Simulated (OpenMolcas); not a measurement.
# One shape, several levels: quartet NH2

Wanted: a comparison of 5 runs (UHF/3-21G, UB3LYP/6-31G*, UB3LYP/def2-TZVPPD, UBHLYP/def2-TZVPPD, ROMP2/def2-TZVPPD) of quartet NH2. 

The results are computed with OpenMolcas 26.06.

1 further run of the same task is left out (set aside as unsound or not needed).

## Step 1: Starting point

NH2: 3 atoms, total charge 0, spin state quartet. As SMILES of the parent species, `[NH2]`. The coordinates come from a PBE0-D4/def2-TZVP relaxation. That shape belongs to the parent species and isn't relaxed for this state.

Bond lengths: N1–H2 1.027 Å, N1–H3 1.027 Å. Angles: H2–N1–H3 103.1°.

## Step 2: A single-point energy at UHF/3-21G (run 1)

Contents of job.inp:

```
* H2N Hartree-Fock

&gateway
  baslib = $CurrDir
  coord
  3
  angstrom
  N        0.337090      -0.200010       0.166180
  H        0.130750       0.805920       0.159430
  H       -0.467840      -0.605900      -0.325600
  basis = 3-21G
  group = NoSym

&seward

&scf
  uhf
  spin = 4
  thresholds = 1e-10 1e-07 1e-07 1e-05
  prorbitals = 1 1
```

The basis set 3-21G is read from a file made from the Basis Set Exchange's data (not shown).

Launch:

```
$ export MOLCAS_MEM=1860
$ pymolcas job.inp > job.log
```

Standard output:

```text
--- Start Module: gateway ---
[...]
--- Stop Module: gateway /rc=_RC_ALL_IS_WELL_ ---
--- Start Module: seward ---
[...]
      Basis functions           13
--- Stop Module: seward /rc=_RC_ALL_IS_WELL_ ---
--- Start Module: scf ---
[...]
       Convergence after  21 Iterations
[...]
::    Total SCF energy                                -54.9553255809
[...]
      Total spin, S                                     1.5005907111
[...]
      Total electronic charge=    9.000000
      Total            charge=   -0.000000
[...]
      Dipole Moment (debye):
      Origin of the operator (angstrom)=    0.2735   -0.1623    0.1348
                   X=  9.9535E-01               Y= -5.9106E-01               Z=  4.9063E-01           Total=  1.2573E+00
      Quadrupole Moment (debye*angstrom):
[...]
--- Stop Module: scf /rc=_RC_ALL_IS_WELL_ ---
[...]
```

Wall time 2.3 s (1 thread of Intel Xeon Platinum 8259CL at 2.50GHz (Skylake/Cascade Lake), shared host); peak memory 0.37 GiB.

## Step 3: A single-point energy at UB3LYP/6-31G(d) (spherical functions) (run 2)

Contents of job.input:

```
* H2N Kohn-Sham DFT

&GATEWAY
  BasLib = $CurrDir
  Coord
  3
  angstrom
  N        0.337090      -0.200010       0.166180
  H        0.130750       0.805920       0.159430
  H       -0.467840      -0.605900      -0.325600
  Basis = 6-31Gs
  Group = NoSym

&SEWARD
  GridInput
  Grid=UltraFine
  End of Grid

&SCF
  UHF
  Spin = 4
  KSDFT = B3LYP
  Thresholds = 1e-10 1e-07 1e-07 1e-05
  PrOrbitals = 1 1
```

The basis set 6-31G* is read from a file made from the Basis Set Exchange's data (not shown).

Launch:

```
$ export MOLCAS_MEM=1860
$ pymolcas job.input > job.log
```

Standard output:

```text
--- Start Module: gateway ---
[...]
--- Stop Module: gateway /rc=_RC_ALL_IS_WELL_ ---
--- Start Module: seward ---
[...]
      Basis functions           18
--- Stop Module: seward /rc=_RC_ALL_IS_WELL_ ---
--- Start Module: scf ---
[...]
       Convergence after  14 Iterations
[...]
::    Total KS-DFT energy                             -55.5599292034
[...]
      Total spin, S                                     1.5004484393
[...]
      Total electronic charge=    9.000000
      Total            charge=   -0.000000
[...]
      Dipole Moment (debye):
      Origin of the operator (angstrom)=    0.2735   -0.1623    0.1348
                   X=  1.0397E+00               Y= -6.1697E-01               Z=  5.1252E-01           Total=  1.3131E+00
      Quadrupole Moment (debye*angstrom):
[...]
--- Stop Module: scf /rc=_RC_ALL_IS_WELL_ ---
[...]
```

Wall time 6.9 s (1 thread of Intel Xeon Platinum 8259CL at 2.50GHz (Skylake/Cascade Lake), shared host); peak memory 0.37 GiB.

## Step 4: The energy at UB3LYP/def2-TZVPPD (run 3)

Contents of mol.xyz:

```xyz
3

N      0.337090    -0.200010     0.166180
H      0.130750     0.805920     0.159430
H     -0.467840    -0.605900    -0.325600
```

Contents of mol.input:

```
&GATEWAY
 BASLIB = $CurrDir
 COORD = mol.xyz
 BASIS = def2-TZVPPD
 GROUP = NoSym

&SEWARD
 GRIDINPUT
 Grid=UltraFine
 End of Grid

&SCF
 UHF
 SPIN = 4
 KSDFT = B3LYP
 THRESHOLDS = 1e-10 1e-07 1e-07 1e-05
 PRORBITALS = 1 1
```

The basis set def2-TZVPPD is read from a file made from the Basis Set Exchange's data (not shown).

Launch:

```
$ export MOLCAS_MEM=1860
$ pymolcas mol.input > mol.log
```

Standard output:

```text
--- Start Module: gateway ---
[...]
--- Stop Module: gateway /rc=_RC_ALL_IS_WELL_ ---
--- Start Module: seward ---
[...]
      Basis functions           71
--- Stop Module: seward /rc=_RC_ALL_IS_WELL_ ---
[...]
--- Start Module: scf ---
[...]
       Convergence after  15 Iterations
[...]
::    Total KS-DFT energy                             -55.6330918709
[...]
      Total spin, S                                     1.5006924850
[...]
      Total electronic charge=    9.000000
      Total            charge=   -0.000000
[...]
      Dipole Moment (debye):
      Origin of the operator (angstrom)=    0.2735   -0.1623    0.1348
                   X=  1.1296E+00               Y= -6.7032E-01               Z=  5.5688E-01           Total=  1.4267E+00
      Quadrupole Moment (debye*angstrom):
[...]
--- Stop Module: scf /rc=_RC_ALL_IS_WELL_ ---
[...]
```

It took 21 s on 1 thread of Intel Xeon Platinum 8259CL at 2.50GHz (Skylake/Cascade Lake), shared host; peak memory 0.42 GiB.

Run 4 isn't shown in full; the table further down has it.

## Step 5: A single-point energy at ROMP2/def2-TZVPPD (run 5)

Contents of job.input:

```
* H2N ROMP2
>>> EXPORT MOLCAS_PRINT=2

&gateway
 baslib=$CurrDir
 coord
 3
 angstrom
 N        0.337090      -0.200010       0.166180
 H        0.130750       0.805920       0.159430
 H       -0.467840      -0.605900      -0.325600
 basis=def2-TZVPPD
 group=NoSym

&seward

&scf
 uhf
 spin=4
 thresholds=1e-10 1e-07 1e-07 1e-05
 prorbitals=1 2

&rasscf
 fileorb=$Project.UnaOrb
 spin=4
 nactel=3 0 0
 inactive=3
 ras2=3
 outorbitals=Canonical
 orblisting=Nothing

&caspt2
 ipea=0.0
 frozen=1
```

The basis set def2-TZVPPD is read from a file made from the Basis Set Exchange's data (not shown).

Launch:

```
$ export MOLCAS_MEM=1860
$ pymolcas job.input > job.log
```

Standard output:

```text
--- Start Module: gateway ---
[...]
--- Stop Module: gateway /rc=_RC_ALL_IS_WELL_ ---
[...]
      Basis functions           71
[...]
       Convergence after  16 Iterations
[...]
::    Total SCF energy                                -55.3539167806
[...]
      Total spin, S                                     1.5024544634
[...]
--- Start Module: rasscf ---
[...]
      Number of active orbitals                  3
[...]
      Spin quantum number                      1.5
[...]
      Active orbitals                            3
[...]
      Number of CSFs                             1
[...]
      Number of root(s) required                 1
[...]
      Convergence after 11 iterations
[...]
      printout of CI-coefficients larger than  0.05 for root  1
      energy=     -55.348140
      conf/sym  111     Coeff  Weight
             1  uuu   1.00000 1.00000
      Natural orbitals and occupation numbers for root  1
      sym 1:   1.000000   1.000000   1.000000
      ************************************************************************************************************************
      *                                                    Final results                                                     *
[...]
::    RASSCF root number  1 Total energy:    -55.34813962
[...]
      Total electronic charge=    9.000000
      Total            charge=   -0.000000
[...]
      Dipole Moment (debye):
      Origin of the operator (angstrom)=    0.2735   -0.1623    0.1348
                   X=  1.3048E+00               Y= -7.7428E-01               Z=  6.4323E-01           Total=  1.6480E+00
      Quadrupole Moment (debye*angstrom):
[...]
--- Stop Module: rasscf /rc=_RC_ALL_IS_WELL_ ---
[...]
      E2 (Variational):          -0.1627736454
      Total energy:             -55.5109132684
[...]
      Reference weight:           0.95082
[...]
::    CASPT2 Root  1     Total energy:    -55.51091327
[...]
```

Wall time 9.3 s (1 thread of Intel Xeon Platinum 8259CL at 2.50GHz (Skylake/Cascade Lake), shared host); peak memory 0.42 GiB.

## Step 6: The series

| run | level | integration grid | frozen core orbitals | energy (Eh) | dipole moment (D) | HOMO energy (eV) | ⟨S²⟩ | wall time |
| --- | --- | --- | --- | --- | --- | --- | --- | --- |
| 1 | UHF/3-21G | – | – | -54.955326 | 1.26 | -2.41 | 3.752 | 2.3 s |
| 2 | UB3LYP/6-31G* (spherical functions) | UltraFine | – | -55.559929 | 1.31 | -0.72 | 3.752 | 6.9 s |
| 3 | UB3LYP/def2-TZVPPD | UltraFine | – | -55.633092 | 1.43 | -2.67 | 3.753 | 21 s |
| 4 | UBHLYP/def2-TZVPPD | UltraFine | – | -55.602202 | 1.52 | -3.24 | 3.754 | 21 s |
| 5 | ROMP2/def2-TZVPPD | – | 1 | -55.510913 | – | – | – | 9.3 s |

## Step 7: Summary of results

```
           quantity         value
run 5: total energy  -55.51091 Eh
```

What this shows: Over runs 1, 2, 3, 4 the dipole moment (its size) runs from 1.26 D (UHF/3-21G) to 1.52 D (UBHLYP/def2-TZVPPD). The two ends differ in method and basis. Totals of different functionals can't be ranked against each other. All runs together took 61 s, the longest 21 s.
